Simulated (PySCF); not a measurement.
**Orbital picture of NaB⁺**

r²SCAN at R = 2.861 Å; basis Na pcseg-2, B pcseg-2; no relativity; PySCF 2.14. State: ²Σ⁺ (doublet), unpaired electrons σ ↑. Only the outer orbitals are listed, counted within each symmetry.

| spin | orbital | occ. | ε (eV) | on Na (%) | main shells (%) |
| --- | --- | --- | --- | --- | --- |
| α | 1π | 1 | -36.20 | 100 | 100 Na p |
| α | 1π | 1 | -36.20 | 100 | 100 Na p |
| α | 4σ | 1 | -36.15 | 100 | 100 Na p |
| α | 5σ | 1 | -15.17 | 4 | 96 B s |
| α | 6σ | 1 | -10.07 | 11 | 88 B p |
| α | 2π | 0 | -8.22 | 2 | 98 B p |
| α | 2π | 0 | -8.22 | 2 | 98 B p |
| α | 7σ | 0 | -5.47 | 94 | 92 Na s |
| β | 1π | 1 | -36.19 | 100 | 100 Na p |
| β | 1π | 1 | -36.19 | 100 | 100 Na p |
| β | 4σ | 1 | -36.13 | 100 | 100 Na p |
| β | 5σ | 1 | -14.04 | 1 | 97 B s |
| β | 2π | 0 | -7.93 | 2 | 98 B p |
| β | 2π | 0 | -7.93 | 2 | 98 B p |
| β | 6σ | 0 | -7.02 | 24 | 73 B p, 21 Na s |

Q: Which are the highest filled and the lowest empty level, where do they sit, and how wide is the gap?

A: Highest filled α 6σ at -10.07 eV (in %: 88 B p); lowest empty α 2π at -8.22 eV (in %: 98 B p); the gap at r²SCAN is 1.85 eV.

The bond order (Mayer) is 0.27, the ⟨S²⟩ is 0.757 and the charge on Na (Mulliken, basis-dependent) is 0.85. The charge on Na (Löwdin, basis-dependent) is 0.74 and the dipole moment (positive dipole points towards B; it is taken about the centre of mass and depends on that origin) is -2.45 D.

The state was picked by a PBE0 search and need not be the measured ground state.
